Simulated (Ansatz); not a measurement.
in.yaml

```yaml
crystal:
  periodic: [false, false, false]
  atoms:
    - {symbol: Ge, position_ang: [0.000000, 0.000000, 0.000000]}
    - {symbol: Ge, position_ang: [0.000000, 0.000000, 2.978000]}
basis:
  gaussian: {orbitals: cc-pVDZ}
total_charge: 1
magnetization: {spin_polarized: false, initial_magnetization: 1}
correlation: {method: ccsd, electrons: outside_noble_gas}
```

```sh
$ ansatz run in.yaml --threads 1 --pin off --events-out ev --progress --plain --max-ram 2393MiB
```

Output:

```
658 factors; integrals over basis functions are off by at most 1.0e-3 eV
mean field evaluation 1: about -112936.2887 eV, gradient 4.9e0 eV
mean field evaluation 2: about -112936.2891 eV, gradient 4.9e0 eV
mean field evaluation 4: about -112936.4275 eV, gradient 4.4e-1 eV
mean field evaluation 8: about -112936.4293 eV, gradient 1.3e-3 eV
mean field evaluation 16: about -112936.4293 eV, gradient 2.9e-6 eV
mean field evaluation 32: about -112936.4293 eV, gradient 8.5e-3 eV
mean field evaluation 64: about -112936.4906 eV, gradient 1.1e0 eV
mean field evaluation 96: about -112936.5178 eV, gradient 1.6e-6 eV
mean field evaluation 128: about -112934.5293 eV, gradient 6.2e-2 eV
mean field evaluation 160: about -112930.0212 eV, gradient 1.0e1 eV
...
mean field -112936.51777380 eV, -4150.3404770661 hartree, gradient 1.6e-6 eV, S^2 0.750000; 19 other end points of the search recorded, 0 dependent functions left out
...
determinant -112936.51777380 eV, -4150.3404770661 hartree, with singles and doubles -112940.36862396 eV, -4150.4819931993 hartree
determinant -112936.42925277 eV, -4150.3372239780 hartree, with singles and doubles -112940.38398345 eV, -4150.4825576498 hartree
determinant -112935.32025418 eV, -4150.2964690316 hartree, with singles and doubles -112939.81128595 eV, -4150.4615114052 hartree
determinant -112934.78774387 eV, -4150.2768996386 hartree, with singles and doubles -112939.01961417 eV, -4150.4324180036 hartree
determinant -112934.52404211 eV, -4150.2672087778 hartree, with singles and doubles -112938.81296451 eV, -4150.4248237686 hartree
determinant -112934.07267754 eV, -4150.2506214357 hartree, with singles and doubles -112938.83450366 eV, -4150.4256153178 hartree
determinant -112933.73099941 eV, -4150.2380649961 hartree, with singles and doubles -112937.43779563 eV, -4150.3742872444 hartree
determinant -112933.64922846 eV, -4150.2350599691 hartree, with singles and doubles -112937.39403041 eV, -4150.3726789025 hartree
determinant -112936.51777380 eV, -4150.3404770661 hartree, with singles and doubles -112940.37382793 eV, -4150.4821844413 hartree
determinant -112936.42925277 eV, -4150.3372239780 hartree, with singles and doubles -112940.38383555 eV, -4150.4825522149 hartree
unrestricted determinant -112936.99881042 eV, -4150.3581548358 hartree, S^2 1.7993
28 core orbitals not correlated: weight in the atoms' cores, before any rotation towards them, 1.000 or more for the frozen orbitals, at most 0.000 for the correlated occupied ones
reference -112936.42925277 eV, -4150.3372239780 hartree; 4, 3 occupied and 22, 23 virtual orbitals, 658 factors
second order -3.02116990 eV of doubles, -0.02630030 eV of singles
...
cycle   4  -3.95441606 eV  change   -7.2e-3 eV  update   4.2e-3
cycle   5  -3.95473058 eV  change   -3.1e-4 eV  update   2.1e-3
cycle   6  -3.95396796 eV  change    7.6e-4 eV  update   1.1e-3
cycle   7  -3.95478356 eV  change   -8.2e-4 eV  update   5.8e-4
cycle   8  -3.95465298 eV  change    1.3e-4 eV  update   2.8e-4
cycle   9  -3.95447299 eV  change    1.8e-4 eV  update   1.2e-4
cycle  10  -3.95459463 eV  change   -1.2e-4 eV  update   4.0e-5
cycle  11  -3.95459777 eV  change   -3.1e-6 eV  update   1.3e-5
cycle  12  -3.95458278 eV  change    1.5e-5 eV  update   5.6e-6
cycle  13  -3.95458285 eV  change   -7.4e-8 eV  update   1.9e-6
WARN: these amplitudes may be one of several solutions (largest doubles amplitude 0.14, level shift 0.96 eV)
Total energy: -112940.38383562 eV, -4150.4825522172 hartree
```

Ran on 1 thread of Arm Neoverse V1, shared host: 40 s wall, 0.19 GiB peak host memory.
